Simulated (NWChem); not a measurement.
## Atomisation of formaldehyde (CH2O)

```xyz
4

C      0.0000     0.0000     0.5244
O      0.0000     0.0000    -0.6753
H     -0.9447     0.0000     1.1280
H      0.9447     0.0000     1.1280
```
Charge 0, spin multiplicity 1.

Program: NWChem. All single points use one geometry, from B3LYP/def2-SVP, a minimum by its harmonic frequencies.

Basis set: def2-TZVP. The atomisation energy is electronic alone: no zero-point, thermal, spin-orbit or counterpoise terms. No value is extrapolated to the basis-set limit. Free atoms are single determinants with multiplicities C 3, O 3, H 2. Correlated methods freeze the same cores in atoms and molecule, 2 orbitals in all.

| method | atomisation energy (kcal/mol) |
|---|---|
| BP86 | 388.9 |
| PBE | 385.6 |
| PBE0 | 371.7 |
| B3LYP | 372.7 |
| HF | 256.1 |
| BHandHLYP | 353.8 |
| MP2 | 369.5 |
| TPSS | 375.3 |
| LDA (SVWN5) | 433.2 |
| CCSD(T) | 360.4 |

The values span 177.1 kcal/mol, from HF (lowest) to LDA (SVWN5) (highest). 

B3LYP has NWChem's definition, with VWN1-RPA local correlation. The stability of the SCF solutions was not checked. Open-shell Hartree-Fock references start from PBE0 orbitals. No row is a measurement; the coupled-cluster row has its own basis-set and correlation limits.
